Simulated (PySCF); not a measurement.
Reaction (SMILES): O=C (CH2-O) → [CH-]=O + H+
B3LYP-D3(BJ)/def2-TZVP geometries, fixed; electronic energies without zero-point terms.

Basis-set convergence of the deprotonation energy at HF with PySCF. All functions are spherical. Density fitting with generated auxiliary sets. No added dispersion term, no relativity. Functions are those of the species that has most. Reference: the value in aug-cc-pVQZ, 409.37 kcal/mol, itself unsure by roughly 0.81 kcal/mol (its distance from def2-QZVPPD). Deviations are taken from unrounded values.

```tsv
basis	functions	deprotonation energy (kcal/mol)	minus reference (kcal/mol)
aug-cc-pVDZ	64	407.20	-2.16
aug-pcseg-1	64	407.62	-1.75
6-311++G(2d,2p)	74	409.25	-0.12
def2-TZVP	74	412.16	2.79
pcseg-2	88	411.49	2.12
def2-TZVPP	90	412.42	3.06
def2-TZVPD	95	410.20	0.84
jun-cc-pV(T+d)Z	106	409.25	-0.11
6-311++G(3df,3pd)	114	409.30	-0.06
aug-cc-pVTZ	138	409.17	-0.20
aug-pcseg-2	138	409.42	0.05
cc-pVQZ	170	412.98	3.61
pcseg-3	186	410.29	0.93
```
